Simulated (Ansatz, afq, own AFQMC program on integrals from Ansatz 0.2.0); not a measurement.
AFQMC on a folder of integrals that Ansatz 0.2.0 wrote.

```yaml
crystal:
  periodic: [false, false, false]
  atoms:
    - {symbol: H, position_ang: [0.000000, 0.000000, -1.141000]}
    - {symbol: H, position_ang: [0.000000, 0.000000, -0.396000]}
    - {symbol: Cl, position_ang: [0.000000, 0.000000, 1.537000]}
basis:
  gaussian: {orbitals: cc-pVTZ}
magnetization: {spin_polarized: true, initial_magnetization: 1}
correlation: {method: ccsd_t, electrons: outside_noble_gas, hamiltonian_folder: ham}
```

```sh
$ ansatz run in.yaml --threads 1 --pin off --events-out ev --progress --plain --max-ram 16896MiB --backend cuda --devices 0, --max-vram 18GiB
```

Options of the walk:

```
--method phaseless --trial cisd --walkers 4000 --populations 20 --least-time 60 --time-step 0.005 --steps-per-block 50 --equilibration-blocks 28 --max-blocks 4000 --target-error 0.00018 --factor-cut 1e-05 --start spin_pure --seed 5141 --release-times 0.24,0.51,0.99,1.62,2.4 --release-step 0.03 --release-every 3 --taylor-order 6
```

Times are imaginary, in 1/Eh. The walk had a cap of 192 s. With eight or more populations the least sampling time is a fifth of least-time, and the error comes from their spread.

Output of the walk:

```
orbitals 57  electrons 5 4  factors 335 of 343
reference energy -460.60466418 Eh
CCSD correlation -0.22677023 Eh in 10 cycles, weight of the determinant in the CISD state 0.9124
energy of the start -460.831039 Eh
 block  time / (1/Eh)  mean weight  energy / Eh
     1     0.250  1.0000  -460.829760
     2     0.500  0.9996  -460.832279
     3     0.750  0.9998  -460.834408
     4     1.000  1.0001  -460.835741
     5     1.250  0.9998  -460.836687
    12     3.000  1.0000  -460.838648
    19     4.750  0.9995  -460.838443
    26     6.500  0.9997  -460.838452
    33     8.250  1.0001  -460.838834
    40    10.000  0.9998  -460.838375
    47    11.750  1.0000  -460.838638
    51    12.750  1.0000  -460.837603
    54    13.500  1.0000  -460.837741
    61    15.250  0.9998  -460.838105
    66    16.500  1.0002  -460.839173
    68    17.000  1.0001  -460.838254
    75    18.750  1.0001  -460.838194
    78    19.500  0.9997  -460.838388
error from the spread of 20 populations
released: time / (1/Eh)  energy / Eh  error  mean overlap
  0.24  -460.838472  0.000075  0.9977
  0.51  -460.838585  0.000067  0.9954
  0.99  -460.838705  0.000066  0.9910
  1.62  -460.838864  0.000077  0.9816
  2.40  -460.838883  0.000096  0.9725
energy -460.838264 +/- 0.000074 Eh
(rows thinned)
```

The run passed its tests (sampling time, drift between the halves within three errors, error under three times the target), which doesn't prove that it has relaxed.

Against this walk (error 2.0 meV) on the same determinant: CCSD(T) 11.1 meV higher, CCSDT(Q) 13.5 meV lower. The error is statistical and leaves out the bias of the constraint. Released to 2.40 1/Eh the energy lies 17 ± 3 meV (both errors) below the phaseless value, which shows part or all of the bias of the constraint, and CCSDT(Q) lies 3.3 meV above the released value.

Cautions: constraint bias not in the error.

The walk took 74 s on 1 × NVIDIA H100 80GB HBM3 with 2 threads of AMD EPYC 7R13 Processor (Zen 3), with other jobs on the host (the card was shared). The log's last line is the phaseless energy.

CCSDT and higher add their correlation energy to the determinant of the CCSD(T) run, since their own runs factorise the integrals more tightly (a shift of under 2 meV). A walk keeps the symmetry of its determinant, which the program's search chose and which needn't be the lowest solution, so a lower state of the same spin and another symmetry isn't excluded.
